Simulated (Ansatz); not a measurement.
Two shapes of singlet CH₅N.

Shape 1:

```xyz
7

C    -0.0485    0.0438   -0.6948
N    -0.0261    0.0459    0.7161
H     0.0226   -1.0219   -1.1546
H    -0.9165    0.5319   -1.0954
H     0.8374    0.5599   -1.0614
H    -0.8398   -0.4023    1.1596
H     0.8589   -0.4363    1.1266
```

Shape 2:

```xyz
7

C    -0.0091    0.0352   -0.6972
N     0.0085    0.0677    0.7465
H     0.0078   -0.9795   -1.1540
H    -0.8892    0.5703   -1.0780
H     0.8739    0.5692   -1.0883
H    -0.8160   -0.4272    1.1234
H     0.8130   -0.4194    1.1306
```

Basis set: def2-TZVP (spherical functions). Correlated methods keep 2 orbitals frozen. Charge 0, multiplicity 1.

Computed with Ansatz (development build ahead of 0.2.0); each method stands on the lowest determinant of its kind that the runs found.

(1) Which shape is lower in energy, and by how much in each method?

Answers

(1)

```json
{"method": "RHF", "E(2) − E(1) (eV)": "-0.259"}
{"method": "RHF-MP2", "E(2) − E(1) (eV)": "-0.224"}
```

Shape 2 is lower.
